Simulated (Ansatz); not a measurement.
Basis-set extrapolation for C₅H₆ (`CC1=CC=C1`) (PBE0-D4/def2-TZVP geometry, frozen core, Ansatz 0.2.0). Multiplicity 1, RHF reference.

|  | def2-TZVPP | def2-QZVPP |
| --- | --- | --- |
| HF | -192.759128 | -192.767761 |
| MP2 correlation | -0.803944 | -0.854589 |
| CCSD(T) correlation | -0.882135 | not run |

Energies in hartree. Use E(X) = E(∞) + A·exp(−7.88·√X) for Hartree–Fock and E(X) = E(∞) + B·X^(−2.97) for correlation, with X = 3 and 4, and add CCSD(T) minus MP2 of the smaller set to the MP2 limit.

Question: What is the CCSD(T) energy at the basis-set limit?

Answer: HF limit: -192.767761 + (-0.008633) × 0.13774 = -192.76895. MP2 limit: -0.854589 + (-0.050645) × 0.74074 = -0.89210. Higher-order term: -0.882135 − (-0.803944) = -0.07819. Total: -193.73924 hartree, 257.2 kJ/mol below CCSD(T)/def2-TZVPP.
